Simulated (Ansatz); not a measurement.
A made-up structure of CH₄SSi, singlet:

```xyz
7
angstrom
C -0.8883 0.2878 -0.7800
Si 0.1033 0.3573 0.5918
S 1.7210 -0.9166 1.0522
H -0.5763 0.1661 1.8239
H -1.6906 1.0076 -0.8960
H -0.0442 1.3501 1.6735
H 1.5774 -1.6447 -0.0692
```

It is relaxed with PBE-D4/def2-SVP and then PBE0-D4/def2-TZVP (Ansatz 0.2.0). Atoms count as bonded within 1.22 times the sum of their covalent radii (H–H: 0.88 Å). The end point is not checked to be a true minimum.

Q: Does its bonding change? (A judgement: the text doesn't fix the answer.)

A: The calculation gives: Yes. Formed: C1–H4; broken: Si2–H4.

Where it ends: The first stage lowers the energy by 4.94 eV in 21 steps. It ends as CH₄SSi ([CH2][SiH][SH]):
C1  (-1.113, 0.257, 0.102)
Si2  (0.406, 0.604, 0.768)
S3  (2.019, -0.735, 1.010)
H4  (-1.404, -0.717, -0.272)
H5  (-1.859, 1.041, 0.035)
H6  (0.805, 1.929, 1.278)
H7  (1.350, -1.771, 0.474)
(Å)

Labels in which every atom is bracketed show which atoms are joined, not bond orders.

For scale, one of the runs: PBE0-D4/def2-TZVP relaxation, 129 basis functions, launched by `ansatz run in.yaml --threads 2 --pin off --events-out ev --progress --plain --max-ram 4352MiB`. The run took about 23 s on 2 CPU threads of an Arm Neoverse V1 (shared host).
